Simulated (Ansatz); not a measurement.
Si3H9, doublet: at a first-order saddle point.

in.yaml

```yaml
crystal:
  periodic: [false, false, false]
  atoms:
    - {symbol: H, position_ang: [-0.423190, 0.175890, -0.815354]}
    - {symbol: Si, position_ang: [0.792038, 0.967440, 0.072218]}
    - {symbol: Si, position_ang: [1.280021, -0.200314, 2.030013]}
    - {symbol: Si, position_ang: [-1.746719, -0.580117, -1.851646]}
    - {symbol: H, position_ang: [0.270832, 2.335565, 0.346184]}
    - {symbol: H, position_ang: [1.970374, 1.069874, -0.832962]}
    - {symbol: H, position_ang: [2.303242, 0.479601, 2.870607]}
    - {symbol: H, position_ang: [0.034566, -0.349499, 2.830147]}
    - {symbol: H, position_ang: [1.781753, -1.555414, 1.676001]}
    - {symbol: H, position_ang: [-2.917447, 0.336308, -1.880272]}
    - {symbol: H, position_ang: [-2.116628, -1.873732, -1.217791]}
    - {symbol: H, position_ang: [-1.228841, -0.805701, -3.227244]}
basis:
  gaussian: {orbitals: "def2-QZVPP.json"}
magnetization: {spin_polarized: true, initial_magnetization: 1}
correlation: {method: mp2}
scf: {omitted_lower_state_checks: [cluster_reference]}
```

The basis file named in the input lies beside it (Basis Set Exchange, JSON).

Command:

```bash
ansatz run in.yaml --threads 8 --pin off --events-out ev --progress --plain --max-ram 19148MiB
```

Output of Ansatz 0.2.0:

```
Functional definition: HF
  name "HF"
  cite "Fock, Z. Phys. 61, 126 (1930) doi:10.1007/BF01340294"
  parent pbe
  exchange = exact_x
  correlation = 0
these checks for a lower state are left out or cut short: cluster_reference
2781 factors; integrals over basis functions are off by at most 8.1e-4 eV
mean field evaluation 1: about -23726.1507 eV, gradient 1.2e1 eV
mean field evaluation 2: about -23726.1525 eV, gradient 1.2e1 eV
mean field evaluation 4: about -23728.2381 eV, gradient 9.8e-1 eV
mean field evaluation 8: about -23728.2570 eV, gradient 5.7e-4 eV
mean field -23728.25704607 eV, -871.9973628528 hartree, gradient 2.8e-6 eV, S^2 0.778458; 0 other end points of the search recorded, 0 dependent functions left out
15 core orbitals not correlated: weight in the atoms' cores, before any rotation towards them, 1.000 or more for the frozen orbitals, at most 0.000 for the correlated occupied ones
reference -23728.25704607 eV, -871.9973628528 hartree; 11, 10 occupied and 454, 455 virtual orbitals, 2781 factors
second order -11.58463837 eV of doubles, -0.00000000 eV of singles
Total energy: -23739.84168444 eV, -872.4230904604 hartree
Checks for a lower state left out: cluster_reference
```

Hardware: 8 CPU threads of an Arm Neoverse V1, shared host. Wall time 15 s; peak host memory 2.7 GiB.
